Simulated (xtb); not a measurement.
xtb input:

```bash
xtb mol.xyz --gfn 2 --ohess tight --chrg -1 --uhf 0
```
mol.xyz:
```
11

C      0.03082531     1.59893565     0.03162113
C      1.21037313     0.95853483     0.03329586
C      1.19342854    -0.50596964    -0.03034977
C      0.01665739    -1.15446989    -0.03662457
C     -1.20982642    -0.43677790    -0.01540245
C     -1.18105188     0.92326006    -0.03083520
H      2.18067643     1.50040264     0.03388748
H      2.17363730    -1.05054788    -0.00501953
H     -0.00304196    -2.29327631    -0.01563257
H     -2.15160677    -0.98843989     0.01677260
H     -2.15822848     1.46449587    -0.01362410
```

**Question.** Which total energy does the run end on?

**Answer.** -15.46932 Eh (GFN2-xTB).

It need not be the lowest isomer of its formula. Whether it binds its extra electron was not tested at this geometry.
